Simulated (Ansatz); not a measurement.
`F[SiH2]` radical at its PBE0-D4/def2-TZVP geometry, where that method's forces vanish. Charge 0, multiplicity 2.

```xyz
4

F     0.7761    1.2206   -0.2830
Si   -0.0970    0.0482    0.3766
H     0.6929   -1.2121    0.2930
H    -1.3721   -0.0567   -0.3866
```

**Question.** What forces (eV/Å) does PBE-D4/def2-TZVPP give on these atoms in Ansatz? (Best estimate.)

**Answer.** Computed: 
```
F1   0.341  0.460 -0.254
Si2 -0.272 -0.273  0.361
H3   0.093 -0.165 -0.011
H4  -0.162 -0.022 -0.095
```
